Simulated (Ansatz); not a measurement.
**AsH₃⁺, doublet: the ladder up to UCCSDT(Q)**

Geometry: displaced at random from a stationary point.

```yaml
atoms:
  - { symbol: As, position_ang: [0.0034, 0.0012, -0.0167] }
  - { symbol: H, position_ang: [1.2746, 0.0234, 0.4171] }
  - { symbol: H, position_ang: [-0.8166, 1.2157, 0.4006] }
  - { symbol: H, position_ang: [-0.7103, -1.3294, 0.4210] }
```

Basis cc-pVTZ; Ansatz 0.2.0. Correlated methods freeze the noble-gas cores and the filled d shells of p-block atoms, which leaves 7 electrons in 71 orbitals. Prefix R: restricted or restricted open-shell reference; prefix U: unrestricted. Active spaces: valence = (7e, 7o) chosen from the atoms' valence shells. No spin–orbit coupling is included, and no scalar relativity.

Full CI isn't at hand for all of this; UCCSDT(Q) serves as the reference, and is uncertain by the last step of the cluster series or more. The frozen core follows each run's orbitals, which can shift R against U totals by a few meV for light atoms and by up to 0.1 eV past Ca.

* UHF ⟨S²⟩: 0.756
* T1 diagnostic (RCCSD): 0.0166
* largest doubles amplitude (RCCSD): 0.046
* T1 diagnostic (UCCSD): 0.0112

```tsv
level	E − E(UCCSDT(Q)) (kJ/mol)	wall time
UHF	395.1	–
UMP2	77.5	–
UCCSD	11.8	–
UCCSD(T)	2.1	2.6 s
UCCSDT	0.2	–
```

Run but not shown, since their state, orbitals or frozen core can't be matched to the reference's or they repeat it: RHF, RMP2, RCCSD, RCCSD(T), BCCD(T), RCCSDT, RCCSDT(Q), CASSCF (valence space), NEVPT2 (valence space), MRCISD (valence space), MRCISD+Q (valence space).

Times hold each run's SCF and search for its determinant on a shared host, so for small cases they say little of a method's own cost; they ran on 1 thread of Arm Neoverse V1.

Natural occupations of CASSCF (valence space) about the gap: 1.987 1.972 1.964 1.001 0.034 0.025 0.017; effectively unpaired electrons, Σ n²(2−n)², 1.02.
